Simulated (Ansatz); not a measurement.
Basis-set extrapolation for CH4OSi, SMILES `O=C[SiH3]` (PBE0-D4/def2-TZVP geometry, frozen core, Ansatz 0.2.0). Multiplicity 1, RHF reference.

```
                      def2-TZVPP   def2-QZVPP
                 HF  -404.017019  -404.031517
    MP2 correlation    -0.513812    -0.551791
CCSD(T) correlation    -0.565639      not run
```

Energies in hartree. Use E(X) = E(∞) + A·exp(−7.88·√X) for Hartree–Fock and E(X) = E(∞) + B·X^(−2.97) for correlation, with X = 3 and 4, and add CCSD(T) minus MP2 of the smaller set to the MP2 limit.

Question: What is the CCSD(T) energy at the basis-set limit?

Answer: HF limit: -404.031517 + (-0.014498) × 0.13774 = -404.03351. MP2 limit: -0.551791 + (-0.037979) × 0.74074 = -0.57992. Higher-order term: -0.565639 − (-0.513812) = -0.05183. Total: -404.66526 hartree, 51.8 kcal/mol below CCSD(T)/def2-TZVPP.
